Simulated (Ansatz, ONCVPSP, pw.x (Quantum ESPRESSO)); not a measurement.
# Pt: one change to the ONCV potential, in the atom and in the bcc crystal

platinum, optimised norm-conserving Vanderbilt (ONCV), made with ONCVPSP 4.0.1.1 (patched build) (LDA (Perdew-Wang 92), scalar-relativistic). Core [Kr] 4d10 4f14, reference 5s2 5p6 5d9 6s1. Waves: 5s+6s: rc 1.80 bohr, ncon 4, nbas 7, qcut 6.8 1/bohr, 2 projectors; 5p: rc 1.75 bohr, ncon 4, nbas 8, qcut 9.7 1/bohr, 1 projector; 5d: rc 1.95 bohr, ncon 4, nbas 9, qcut 9.5 1/bohr, 3 projectors, debl 1.6 Ha. Local part: polynomial inside 1.15 bohr (lpopt 4, dvloc0 2 Ha). Core correction: Teter function, fcfact 4.5, rcfact 1.35.

Change: p: rc 1.92.

Cutoffs, loose and tight: the cutoffs (Ha) at which the residual kinetic energy of the hardest occupied pseudo-wave falls to 1 and 0.1 mHa per electron. They do not see the model core or the augmentation charge, which bear on the density cutoff. Test errors are all-electron minus pseudo excitation energies from the reference, over the configurations 5s2 5p6 5d9 6s0; 5s2 5p6 5d8 6s0; 5s2 5p6 5d7 6s0; 5s1 5p6 5d9 6s1; variants that change the core or the reference have their own tests.

Crystal test: bcc Pt in pw.x 7.5, no spin, 15³ k-points, Fermi–Dirac smearing 0.01 Ry, cutoffs set for each file from its atomic test. The reference is all-electron LAPW (Ansatz 0.2.0) with the same functional, mesh and smearing; V0 and B0 come from Birch–Murnaghan fits to the pressures at five volumes. Errors are pseudo minus all-electron; Δ is the rms difference of the E(V) curves that follow from these fits, minima aligned, over ±6 % about the mean V0. Mesh and smearing are coarse, so the numbers serve the comparison and aren't converged zero-temperature values; the lattice is a test structure that the element need not adopt.

All-electron: a0 = 3.102 Å (V0 = 14.93 Å³/atom), B0 = 293.0 GPa.

Does the change bring the crystal closer to the all-electron result?

The mean pressure error goes from -6.78 to -7.73 GPa, so the change moves the solid further from the all-electron pressures.

| quantity | base | changed |
| --- | --- | --- |
| outcome (atom) | generated | generated |
| cutoff, loose (atom) | 22 Ha | 21 Ha |
| cutoff, tight (atom) | 30 Ha | 28 Ha |
| bound ghosts (atom) | none | none |
| largest test error (meV) (atom) | -678 | -667 |
| cutoffs in pw.x (Ry) | 70/280 | 65/260 |
| a0 (Å) | 3.078 | 3.075 |
| a0 error (%) | -0.78 | -0.89 |
| B0 error (%) | +5.8 | +6.9 |
| Δ (meV/atom) | 22.9 | 26.1 |
| mean pressure error (GPa) | -6.78 | -7.73 |

Base: This is a poor potential for the solid. Changed file: This is a poor potential for the solid.
